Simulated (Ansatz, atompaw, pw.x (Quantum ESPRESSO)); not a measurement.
platinum (fcc): variants of one PAW (atompaw) potential in the solid

```
Element                 : Pt
Generator               : atompaw 4.2.0.5
Type                    : PAW
Functional              : LDA (PW92)
Relativity              : scalar-relativistic
Frozen core             : [Kr] 4d10 4f14
Valence charge          : 18
Reference configuration : 5s2 5p6 5d9 6s1 6p0
Partial waves           : 5s (bound): rc 1.80 bohr; 6s (bound): rc 1.45 bohr; 5p (bound): rc 1.40 bohr; 6p (bound, empty): rc 2.05 bohr; 5d (bound): rc 2.25 bohr; 5d channel at 3.35 Ry: rc 2.25 bohr
Local potential         : bessel scheme, radius 2.05 bohr
Core correction         : smooth core density matched at 1.75 bohr
Augmentation charge     : gaussian compensation charge, radius 1.70 bohr; PAW radius 2.25 bohr; waves and projectors: custom rrkj vanderbiltortho
```

Crystal test: fcc Pt in pw.x 7.5, no spin, 14³ k-points, Fermi–Dirac smearing 0.01 Ry, cutoffs set for each file from its atomic test. The reference is all-electron LAPW (Ansatz 0.2.0) with the same functional, mesh and smearing; V0 and B0 come from Birch–Murnaghan fits to the pressures at five volumes. Errors are pseudo minus all-electron; Δ is the rms difference of the E(V) curves that follow from these fits, minima aligned, over ±6 % about the mean V0. Mesh and smearing are coarse, so the numbers serve the comparison and aren't converged zero-temperature values; the lattice is a test structure that the element need not adopt.

All-electron: a0 = 3.896 Å (V0 = 14.79 Å³/atom), B0 = 304.3 GPa.

| change | cutoffs (Ry) | pw.x | a0 (Å) | a0 error (%) | B0 error (%) | Δ (meV/atom) | mean pressure error (GPa) |
| --- | --- | --- | --- | --- | --- | --- | --- |
| base | 100/900 | converged | 3.910 | +0.34 | +0.7 | 10.4 | +3.36 |
| wave 5s (bound): rc 1.80 bohr becomes 5s (bound): rc 2.10 bohr | 100/900 | converged | 3.909 | +0.32 | +0.8 | 9.7 | +3.13 |
| wave 5d channel at 3.35 Ry: rc 2.25 bohr becomes 5d channel at -0.32 Ry: rc 2.25 bohr | 100/900 | converged | 3.906 | +0.26 | +0.7 | 7.8 | +2.49 |
| core correction smooth core density matched at 2.24 bohr | 100/900 | converged | 3.910 | +0.35 | +0.7 | 10.5 | +3.40 |
| augmentation gaussian compensation charge, radius 1.70 bohr; PAW radius 2.25 bohr; waves and projectors: custom rrkj gramschmidtortho | 100/900 | converged | 3.910 | +0.34 | +0.7 | 10.4 | +3.36 |
